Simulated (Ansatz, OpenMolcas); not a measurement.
A ladder of methods for CH3BCl (SMILES C[B]Cl)

The species is CH3BCl (6 atoms), meant as a doublet with charge 0. As SMILES, `C[B]Cl`. The shape is that of a PBE0-D4/def2-TZVP optimisation.

Quantity: the vertical energy of the quartet above the doublet, in eV. The values are calculated.

| level | kind | program | value (eV) | CPU time (all runs) |
| --- | --- | --- | --- | --- |
| USVWN5/aug-cc-pVDZ | LDA | Ansatz | 5.89 | 22 s |
| U-revPBE/aug-cc-pVDZ | GGA | Ansatz | 5.78 | 29 s |
| UBLYP/aug-cc-pVDZ | GGA | OpenMolcas | 5.91 | 82 s |
| UPBE/aug-cc-pVDZ | GGA | OpenMolcas | 5.79 | 96 s |
| UM06-L/aug-cc-pVDZ | meta-GGA | OpenMolcas | 6.04 | 2 min |
| UB3LYP/aug-cc-pVDZ | global hybrid | Ansatz | 6.12 | 51 s |
| UMP2/aug-cc-pVDZ | perturbation theory | Ansatz | 6.63 | 38 s |
| UCCSD(T)/aug-cc-pVDZ | coupled cluster or CI | Ansatz | 6.34 | 4 min |

The values span 5.78 to 6.63 eV. The coupled-cluster rows rest on a doubtful reference here (large T1 or Brueckner and Hartree–Fock orbitals at odds), and rows may lie in different states. CPU times are rough (shared hosts, several kinds of processor and program).
